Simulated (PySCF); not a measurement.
## Induced dipoles and field energies

Compound: C2HF3O.
Cartesian coordinates in Å at the GFN2-xTB level; atoms count from 1:
```
atom  x, y, z in Å
O1     1.4322   -1.1257    0.5063
C2     0.8717   -0.2280    0.0047
F3     1.5227    0.7081   -0.7136
C4    -0.6321    0.0854   -0.0141
F5    -1.2983   -0.8013    0.7421
F6    -0.8625    1.3139    0.4915
H7    -1.0303    0.0525   -1.0439
```

Level: wB97X-D/def2-SVPD (PySCF); nuclei fixed, core orbitals frozen in the response. Permanent dipole (-1.060, 0.405, -1.715) D (1 au = 2.5417 D). Static polarisability (au):

```
x   32.17 -1.86 -0.32
y   -1.86 32.24 -3.67
z   -0.32 -3.67 27.56
```

Only the terms in μ and α are kept: μ(F) = μ + αF and ΔE = −μ·F − ½ F·αF.

Q: Apply 0.01 au along ±x, ±y and ±z in turn. Tabulate induced and total dipoles and both energy terms.

A: 
```json
{"field along": "+x", "induced x (D)": "0.818", "induced y (D)": "-0.047", "induced z (D)": "-0.008", "total size (D)": "1.776", "−μ·F (kJ/mol)": "+10.949", "−½F·αF (kJ/mol)": "-4.223"}
{"field along": "−x", "induced x (D)": "-0.818", "induced y (D)": "0.047", "induced z (D)": "0.008", "total size (D)": "2.578", "−μ·F (kJ/mol)": "-10.949", "−½F·αF (kJ/mol)": "-4.223"}
{"field along": "+y", "induced x (D)": "-0.047", "induced y (D)": "0.819", "induced z (D)": "-0.093", "total size (D)": "2.449", "−μ·F (kJ/mol)": "-4.183", "−½F·αF (kJ/mol)": "-4.232"}
{"field along": "−y", "induced x (D)": "0.047", "induced y (D)": "-0.819", "induced z (D)": "0.093", "total size (D)": "1.956", "−μ·F (kJ/mol)": "+4.183", "−½F·αF (kJ/mol)": "-4.232"}
{"field along": "+z", "induced x (D)": "-0.008", "induced y (D)": "-0.093", "induced z (D)": "0.701", "total size (D)": "1.506", "−μ·F (kJ/mol)": "+17.715", "−½F·αF (kJ/mol)": "-3.618"}
{"field along": "−z", "induced x (D)": "0.008", "induced y (D)": "0.093", "induced z (D)": "-0.701", "total size (D)": "2.681", "−μ·F (kJ/mol)": "-17.715", "−½F·αF (kJ/mol)": "-3.618"}
```

Q: For the field (0.0000, -0.0060, 0.0090) au, what is the induced dipole, and what angle does it make with the field?

A: αF = (0.021, -0.576, 0.686) D, at 6.4° to the field. The polarisability along this direction, F·αF/F², is 32.39 au, against a mean of 30.66 au.

Q: At what field along the permanent dipole would the induced dipole along it equal the permanent one, in this linear picture?

A: The polarisability along the dipole is 30.27 au, so F = 0.8091 au / 30.27 au = 0.0267 au = 1.37 V/Å; higher-order terms are ignored.

Q: What field makes μF equal to kT at 200 K?

A: kT = 0.6334 × 10⁻³ Eh, so F = 0.000783 au = 4.03 MV/cm.

Q: Induction energy −ᾱe²/2R⁴ of a unit charge at 6 Å, the molecule taken as a point?

A: R = 11.34 bohr, so the energy is −30.7/(2 × 11.34⁴) Eh = -2.43 kJ/mol. The charge–dipole term at its most favourable orientation, −μe/R², is -16.5 kJ/mol.

One conformer (not necessarily the lowest) at the GFN2-xTB geometry, without solvent, vibrations or thermal averaging.

Note: wB97X-D ran without an empirical dispersion term, which enters the total energy and its gradient alone.
